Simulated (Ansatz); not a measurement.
Basis-set series for the Li⁺ ion. The species carries charge 1 and has multiplicity 1. A free ion.

```
functional       basis  functions  energy (Eh)  HOMO (eV)  LUMO (eV)
      PBE0  def2-TZVPP         19     -7.26240     -64.48      -6.33
      PBE0  def2-QZVPP         35     -7.26246     -64.48      -6.34
   ωB97M-V  def2-TZVPP         19     -7.27584     -67.25      -6.00
   ωB97M-V  def2-QZVPP         35     -7.27593     -67.25      -5.99
```

Task: Give the rows for def2-SVP. (Estimate.)

Result: Computed: 
```tsv
functional	basis	functions	energy (Eh)	HOMO (eV)	LUMO (eV)
PBE0	def2-SVP	9	-7.25824	-64.43	-6.19
ωB97M-V	def2-SVP	9	-7.27165	-67.29	-6.41
```
